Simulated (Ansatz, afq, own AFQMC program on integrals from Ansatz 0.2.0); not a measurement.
# BGeH3, singlet in cc-pVDZ, levels against CCSDT(Q)

| atom | x (Å) | y (Å) | z (Å) |
| --- | --- | --- | --- |
| Ge | -0.0323 | -0.0046 | 0.2533 |
| B | 0.1300 | -0.0046 | -1.6273 |
| H | 0.4108 | 1.2723 | 0.9710 |
| H | 0.4108 | -1.2816 | 0.9710 |
| H | 0.1146 | 0.3937 | -2.7413 |

Connectivity, by distances: GeH2–BH.

Basis cc-pVDZ. Only valence electrons are correlated. Ansatz 0.2.0 and our own AFQMC program on the same integrals; the CISD trial comes from CCSD amplitudes, and released means the phaseless constraint is let go. Error bars are statistical, one sigma. No spin–orbit coupling.

Determinant: RHF, the one that the program's search chose, which needn't be the lowest solution. The geometry is a point of a scan.

No full CI on the walks' own integrals is used here; CCSDT(Q) serves as the reference and is uncertain by about the last step of the cluster series.

Cautions: no relativity below Rb; no spin-orbit coupling; inner d shell frozen; higher spins were not checked; restricted determinant unstable towards unrestricted (UHF 202 meV lower, ⟨S²⟩ 0.56).

```
T1 diagnostic                               : 0.0194
weight of the determinant in the CISD state : 0.856
size of the correlated space                : 10 electrons in 41 orbitals
```

Reference: CCSDT(Q), correlation energy -5.948 eV. The released energy is read at 2.40 1/Eh (meV from the phaseless value at times in 1/Eh: -39 ± 21 at 0.24, -37 ± 17 at 0.51, -58 ± 16 at 0.99, -24 ± 14 at 1.62, -38 ± 19 at 2.40).

```csv
level,E − E(reference) (mEh),share of correlation (%)
HF,218.58,0.00
MP2,48.06,78.01
CCSD,9.82,95.51
CCSD(T),1.87,99.15
CCSDT,0.50,99.77
ph-AFQMC/HF,-4.65 ± 3.05,102.13
ph-AFQMC/CISD,1.82 ± 0.50,99.17
released AFQMC,0.43 ± 0.69,99.80
```

Released energies are given only where the last usable release times agree within the noise; a slower fall can still hide under it.
